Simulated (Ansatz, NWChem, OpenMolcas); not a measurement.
## Strength of the N–H bond: C2H7N → C2H6N + H

Species: C2H7N (dimethylamine) `CNC`, singlet; C2H6N `C[N]C`, doublet; H atom, doublet. 

Shapes, held fixed at every level: PBE0-D4/def2-TZVP. Programs: Ansatz 0.2.0, NWChem 7.3.0, OpenMolcas 26.06. A level may come from different programs for different species; with the same settings they agree closely. The zero-point and thermal change to 298 K, harmonic and unscaled (PBE0-D4/def2-TZVP), is -33.1 kJ/mol.

```json
{"level": "HF/def2-TZVPP", "kind": "Hartree–Fock", "ΔH(298 K) (kJ/mol)": "+270.3", "less CCSD(T)/CBS estimate": "-126.6"}
{"level": "PBE0/def2-SVP", "kind": "global hybrid", "ΔH(298 K) (kJ/mol)": "+374.8", "less CCSD(T)/CBS estimate": "-22.1"}
{"level": "B3LYP/6-311+G**", "kind": "global hybrid", "ΔH(298 K) (kJ/mol)": "+376.3", "less CCSD(T)/CBS estimate": "-20.6"}
{"level": "BHLYP-D4/def2-TZVPP", "kind": "global hybrid", "ΔH(298 K) (kJ/mol)": "+372.0", "less CCSD(T)/CBS estimate": "-24.9"}
{"level": "PBE0-D4/def2-TZVPP", "kind": "global hybrid", "ΔH(298 K) (kJ/mol)": "+373.7", "less CCSD(T)/CBS estimate": "-23.2"}
{"level": "MP2/def2-SVP", "kind": "perturbation theory", "ΔH(298 K) (kJ/mol)": "+385.5", "less CCSD(T)/CBS estimate": "-11.4"}
{"level": "MP2/def2-TZVPP", "kind": "perturbation theory", "ΔH(298 K) (kJ/mol)": "+398.7", "less CCSD(T)/CBS estimate": "+1.8"}
{"level": "CCSD(T)/CBS estimate", "kind": "coupled cluster or CI", "ΔH(298 K) (kJ/mol)": "+396.9", "less CCSD(T)/CBS estimate": "0.0"}
```

The highest level, CCSD(T)/CBS estimate, gives ΔH(298 K) = +396.9 kJ/mol; the levels span +270.3 to +398.7. The column of differences is taken from that level and isn't an error. Hartree–Fock misses the correlation of the pair that is broken and comes out low. No measured value is set beside it here. Open shells run unrestricted unless RO is named. The CBS estimate extrapolates MP2 from def2-TZVPP and def2-QZVPP and adds CCSD(T) − MP2 in the triple-zeta set, cores frozen.
